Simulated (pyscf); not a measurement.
## Routes from H₂P–GaH₂ (SMILES [PH2][GaH2]) + SiH₄ (SMILES [SiH4])

Candidate steps break at most two bonds and form at most two. Each was searched with GFN2-xTB (tblite) first. Optimised with ωB97X-D3(BJ)/def2-SVP in PySCF. Energies: ωB97M-D3(BJ)/def2-TZVP, kcal/mol, from the separated reactants, singlet surface; ΔG‡ with ideal gas, 1 atm, RRHO with modes under 100 cm⁻¹ raised to 100, one conformer, R ln 2 for chiral ones without a mode under 150 cm⁻¹.

```tsv
products	type	ΔE‡	ΔE	ΔG‡ 298 K	ΔG‡ 900 K	ν‡ (cm⁻¹)
H₃Si–GaH–PH₂ + H₂	four-centre exchange	31.2	+1.7	40.5	59.1	1342i
H₃Si–PH–GaH₂ + H₂	four-centre exchange	64.9	-1.2	72.6	90.9	1703i
```

Row 1: On the reactant side the descent ends in a complex, 6.0 kcal/mol under the separated species and 33.3 kcal/mol under the saddle at ωB97X-D3(BJ)/def2-TZVP. 

Plain bond fissions and candidates not yet searched are not listed, and one of them may be faster. Each barrier is that of the saddle found; lower ones may exist. Elements up to Kr have no core potential and no relativistic terms here.
